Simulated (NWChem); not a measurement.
# C4H6 (SMILES [CH2]C([CH2])=C) at 3 levels

Aim: a comparison of 3 runs (UHF/STO-3G, UHF/3-21G, UB3LYP/6-31G*) of C4H6. 

The calculation is run with NWChem 7.3.0.

### 1 The structure to begin with

C4H6: 10 atoms, total charge 0, spin state triplet. As SMILES, `[CH2]C([CH2])=C`. The shape is that of a GFN2-xTB optimisation.

Bond lengths: C1–C2 1.402 Å, C2–C3 1.402 Å, C2–C4 1.402 Å, C1–H5 1.074 Å, C1–H6 1.074 Å, C3–H7 1.074 Å, C3–H8 1.074 Å, C4–H9 1.074 Å, C4–H10 1.074 Å. Some angles: C1–C2–C3 120.0°, C1–C2–C4 120.0°, C3–C2–C4 120.0°, C2–C1–H5 121.0°, C2–C1–H6 121.1°, C2–C3–H7 121.0°, C2–C3–H8 121.0°, C2–C4–H9 121.0°, C2–C4–H10 121.0°, H5–C1–H6 118.0°.

### 2 Energy and forces at UHF/STO-3G (run 1)

c4h6.nw reads:

```
start c4h6
title "C4H6"
memory total 2200 mb

geometry units angstrom noautosym nocenter noautoz
  C       -0.561420       0.774400      -1.024490
  C        0.000480      -0.000760      -0.000580
  C       -0.628210      -1.185750       0.406860
  C        1.190500       0.409810       0.616580
  H       -0.094210       1.686090      -1.347930
  H       -1.472530       0.476420      -1.508640
  H       -1.540860      -1.513330      -0.053850
  H       -0.213570      -1.790750       1.191860
  H        1.684970       1.314790       0.317120
  H        1.634850      -0.170920       1.403060
end

basis spherical bse
  * library STO-3G
end

scf
  triplet
  uhf
  thresh 1e-08
  maxiter 80
  print medium
end

task scf gradient
```

Run with:

```sh
$ nwchem c4h6.nw > c4h6.out
```

Output:

```text
[...]
  functions       =    26
[...]
  wavefunction    = UHF
[...]
         Total SCF energy =   -153.020713713286
      One electron energy =   -416.963412055053
      Two electron energy =    157.642959597190
 Nuclear repulsion energy =    106.299738744576
                       Sz =      1.0000
                 Sz(Sz+1) =      2.0000
                      S^2 =      2.2789
[...]
                         UHF ENERGY GRADIENTS
    atom               coordinates                        gradient
                 x          y          z           x          y          z
   1 C      -1.060930   1.463404  -1.936005    0.009178  -0.013329   0.017232
   2 C       0.000907  -0.001436  -0.001096   -0.000050   0.000071  -0.000164
   3 C      -1.187145  -2.240743   0.768854    0.010003   0.019625  -0.007172
   4 C       2.249719   0.774429   1.165167   -0.019632  -0.006748  -0.010181
   5 H      -0.178031   3.186248  -2.547218   -0.001744  -0.005148   0.002581
   6 H      -2.782678   0.900303  -2.850916    0.005239   0.000868   0.003433
   7 H      -2.911803  -2.859779  -0.101762    0.005607   0.003064   0.002098
   8 H      -0.403589  -3.384027   2.252289   -0.001381   0.004093  -0.004102
   9 H       3.184132   2.484593   0.599270   -0.003759  -0.005108   0.000939
  10 H       3.089419  -0.322992   2.651399   -0.003462   0.002611  -0.004664
[...]
```

Wall time 1.6 s (1 thread of AMD EPYC 9R45 (Zen 5), shared host); peak memory 0.099 GiB.

### 3 Energy and gradient at UHF/3-21G (run 2)

run.py reads:

```python
from ase import Atoms
from ase.calculators.nwchem import NWChem

molecule = Atoms(['C', 'C', 'C', 'C', 'H', 'H', 'H', 'H', 'H', 'H'], positions=[
    [-0.561420, 0.774400, -1.024490],
    [0.000480, -0.000760, -0.000580],
    [-0.628210, -1.185750, 0.406860],
    [1.190500, 0.409810, 0.616580],
    [-0.094210, 1.686090, -1.347930],
    [-1.472530, 0.476420, -1.508640],
    [-1.540860, -1.513330, -0.053850],
    [-0.213570, -1.790750, 1.191860],
    [1.684970, 1.314790, 0.317120],
    [1.634850, -0.170920, 1.403060],
])

calc = NWChem(
    label='c4h6',
    theory='scf',
    memory='2200 mb',
    basis='3-21G',
    basispar='spherical bse',
    scf={'nopen': '2', 'uhf': None, 'thresh': '1e-08', 'maxiter': '80'},
)
molecule.calc = calc

forces = molecule.get_forces()
print("Total energy (eV):", round(molecule.get_potential_energy(), 6))
print("forces (eV/A):")
for s, f in zip(molecule.symbols, forces):
    print(f"{s:2s} {f[0]:10.5f} {f[1]:10.5f} {f[2]:10.5f}")
```

Run with:

```sh
$ export ASE_NWCHEM_COMMAND="nwchem PREFIX.nwi > PREFIX.nwo"
$ python run.py
```

Output:

```text
Total energy (eV): -4191.60612
forces (eV/A):
C    -0.25675    0.38083   -0.48625
C     0.00216   -0.00262    0.00684
C    -0.27845   -0.54795    0.20816
C     0.54970    0.18862    0.28529
H    -0.04808   -0.04145   -0.00926
H     0.03641    0.03646   -0.00021
H     0.02304   -0.02664    0.03384
H    -0.04777    0.00607   -0.04762
H     0.00936   -0.03826    0.03600
H     0.01044    0.04505   -0.02679
```

The calculator wrote c4h6.nwi:

```
title "c4h6"

permanent_dir c4h6

scratch_dir c4h6

start c4h6

geometry units angstrom nocenter noautosym noautoz
  C  -5.6142000000000003e-01 7.7439999999999998e-01 -1.0244899999999999e+00
  C  4.8000000000000001e-04 -7.6000000000000004e-04 -5.8000000000000000e-04
  C  -6.2821000000000005e-01 -1.1857500000000001e+00 4.0686000000000000e-01
  C  1.1904999999999999e+00 4.0981000000000001e-01 6.1658000000000002e-01
  H  -9.4210000000000002e-02 1.6860900000000001e+00 -1.3479300000000001e+00
  H  -1.4725299999999999e+00 4.7642000000000001e-01 -1.5086400000000000e+00
  H  -1.5408599999999999e+00 -1.5133300000000001e+00 -5.3850000000000002e-02
  H  -2.1357000000000001e-01 -1.7907500000000001e+00 1.1918599999999999e+00
  H  1.6849700000000001e+00 1.3147899999999999e+00 3.1712000000000001e-01
  H  1.6348499999999999e+00 -1.7091999999999999e-01 1.4030600000000000e+00
end

memory 2200 mb

basis spherical bse noprint
   * library 3-21G
end

scf
  nopen 2
  uhf
  thresh 1e-08
  maxiter 80
end

task scf gradient
```

c4h6.nwo (excerpt; [...] marks lines left out):

```text
[...]
      One electron energy =   -416.733936931266
[... 1 line left out ...]
 Nuclear repulsion energy =    106.299738744576
[... 38 lines left out ...]
          Final beta eigenvalues
[... 202 lines left out ...]
                     UHF Final Beta Molecular Orbital Analysis
[...]
  wavefunction    =   UHF
                         UHF ENERGY GRADIENTS
    atom               coordinates                        gradient
                 x          y          z           x          y          z
   1 C      -1.060930   1.463404  -1.936005    0.004993  -0.007406   0.009456
   2 C       0.000907  -0.001436  -0.001096   -0.000042   0.000051  -0.000133
   3 C      -1.187145  -2.240743   0.768854    0.005415   0.010656  -0.004048
[... 6 lines of this table left out ...]
  10 H       3.089419  -0.322992   2.651399   -0.000203  -0.000876   0.000521
[...]
```

Wall time 2 s (1 thread of AMD EPYC 9R45 (Zen 5), shared host); peak memory 0.099 GiB.

### 4 Energy and gradient at UB3LYP/6-31G(d) (Cartesian functions) (run 3)

struct.nw reads:

```
start struct
title "C4H6"
memory 2200 mb
charge 0

geometry units angstroms noautosym nocenter noautoz
   C     -0.561420     0.774400    -1.024490
   C      0.000480    -0.000760    -0.000580
   C     -0.628210    -1.185750     0.406860
   C      1.190500     0.409810     0.616580
   H     -0.094210     1.686090    -1.347930
   H     -1.472530     0.476420    -1.508640
   H     -1.540860    -1.513330    -0.053850
   H     -0.213570    -1.790750     1.191860
   H      1.684970     1.314790     0.317120
   H      1.634850    -0.170920     1.403060
end

basis
   C library 6-31G*
   H library 6-31G*
end

dft
   xc b3lyp
   mult 3
   grid xfine
   convergence energy 1e-08
   iterations 100
   mulliken
   noprint "final vectors analysis"
end

task dft gradient
```

Run with:

```sh
$ nwchem struct.nw > struct.out
```

Output (excerpt; [...] marks lines left out):

```text
[...]
          Wavefunction type:  spin polarized.
          No. of atoms     :    10
          No. of electrons :    30
[...]
          Charge           :     0
          Spin multiplicity:     3
[...]
          AO basis - number of functions:    72
[...]
              XC Information
              --------------
                         B3LYP Method XC Potential
                     Hartree-Fock (Exact) Exchange  0.200
                        Slater Exchange Functional  0.800 local
                    Becke 1988 Exchange Functional  0.720 non-local
              Lee-Yang-Parr Correlation Functional  0.810
                  VWN I RPA Correlation Functional  0.190 local
[...]
 d= 0,ls=0.0,diis     1   -155.8794522551 -2.62D+02  4.41D-03  1.08D-01     2.9
[...]
 d= 0,ls=0.0,diis     9   -155.9262465648 -6.08D-09  5.19D-07  1.13D-09    26.8
[...]
         Total DFT energy =     -155.926246564787
      One electron energy =     -418.523293073216
           Coulomb energy =      180.221147238514
    Exchange-Corr. energy =      -23.923839474661
 Nuclear repulsion energy =      106.299738744576
[...]
      Total Density - Mulliken Population Analysis
     ---------------------------------------------
[...]
      <S2> =      2.0340 (Exact =     2.0000)
[...]
  wavefunction    = open shell
                         DFT ENERGY GRADIENTS
    atom               coordinates                        gradient
                 x          y          z           x          y          z
   1 C      -1.060930   1.463404  -1.936005    0.001243  -0.002208   0.002628
   2 C       0.000907  -0.001436  -0.001096   -0.000044   0.000051  -0.000127
   3 C      -1.187145  -2.240743   0.768854    0.001201   0.002795  -0.001310
   4 C       2.249719   0.774429   1.165167   -0.002763  -0.000932  -0.001435
   5 H      -0.178031   3.186248  -2.547218   -0.002862  -0.006724   0.002894
   6 H      -2.782678   0.900303  -2.850916    0.006809   0.001680   0.004048
   7 H      -2.911803  -2.859779  -0.101762    0.007083   0.003264   0.003103
   8 H      -0.403589  -3.384027   2.252289   -0.002433   0.004918  -0.005549
   9 H       3.184132   2.484593   0.599270   -0.004309  -0.006709   0.001723
  10 H       3.089419  -0.322992   2.651399   -0.003923   0.003865  -0.005974
[...]
```

Wall time 32 s (1 thread of AMD EPYC 9R45 (Zen 5), shared host); peak memory 0.15 GiB.

### 5 All runs side by side

| run | level | Cartesian functions | iteration cap | energy (Eh) | dipole moment (D) | HOMO energy (eV) | LUMO energy (eV) | wall time |
| --- | --- | --- | --- | --- | --- | --- | --- | --- |
| 1 | UHF/STO-3G | no | 80 | -153.020714 | 0.00 | -8.70 | 8.08 | 1.6 s |
| 2 | UHF/3-21G | no | 80 | -154.038685 | 0.01 | -9.55 | 3.94 | 2 s |
| 3 | UB3LYP/6-31G* (Cartesian functions) | yes | 100 | -155.926247 | 0.00 | – | – | 32 s |

### 6 What came out

```
                       quantity          value
            run 3: total energy  -155.92625 Eh
           run 3: dipole moment         0.00 D
                    run 3: ⟨S²⟩          2.034
run 3: largest force on an atom     0.432 eV/Å
```

What this shows: In run 1 the basis is minimal, so the values are rough. Spin contamination of the reference: run 1 ⟨S²⟩ = 2.28, run 2 ⟨S²⟩ = 2.20. All runs together took 35 s, the longest 32 s.
